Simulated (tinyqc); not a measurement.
Worked calculation: CCSD on RHF in the sto-6g basis, frozen core, for HF, spin multiplicity 1. One step of it, computed by the program tinyqc.

Task: CCSD: starting amplitudes. t_ij^ab = <ij||ab> / (e_i + e_j - e_a - e_b), whose energy is MP2.

orbital energies (hartree): MO1 -26.228321, MO2 -1.533673, MO3 -0.629200, MO4 -0.480750, MO5 -0.480750, MO6 0.754065

Two-electron integrals over orbitals (pq|rs), unique and non-zero (hartree); the lowest 1 orbital is frozen and left out:
```
(22|22) 0.867859    (32|22) 0.010545    (32|32) 0.157201    (33|22) 0.781205
(33|32) -0.071748   (33|33) 0.837327    (42|42) 0.175493    (43|42) -0.049130
(43|43) 0.057183    (44|22) 0.873952    (44|32) -0.072586   (44|33) 0.799973
(44|44) 0.998085    (52|52) 0.175493    (53|52) -0.049130   (53|53) 0.057183
(54|54) 0.053789    (55|22) 0.873952    (55|32) -0.072586   (55|33) 0.799973
(55|44) 0.890506    (55|55) 0.998085    (62|22) -0.149258   (62|32) -0.026076
(62|33) -0.058914   (62|44) -0.150298   (62|55) -0.150298   (62|62) 0.104063
(63|22) -0.123689   (63|32) 0.087578    (63|33) -0.138255   (63|44) -0.163672
(63|55) -0.163672   (63|62) 0.063470    (63|63) 0.141018    (64|42) -0.049297
(64|43) -0.008374   (64|64) 0.033203    (65|52) -0.049297   (65|53) -0.008374
(65|65) 0.033203    (66|22) 0.708017    (66|32) 0.082268    (66|33) 0.668445
(66|44) 0.662089    (66|55) 0.662089    (66|62) -0.072185   (66|63) -0.006585
(66|66) 0.724691
```

Give: Starting amplitudes; correlation energy.

Result:

Starting amplitudes (spin orbitals 1a, 1b, ...; amplitudes related by a flip of all spins are not repeated):
```
from      to       t
3a 3b  6a 6b  -0.051
2a 2b  6a 6b  -0.023
2a 3b  6a 6b  -0.017
5a 5b  6a 6b  -0.013
4a 4b  6a 6b  -0.013
```

correlation energy = -0.01264 hartree
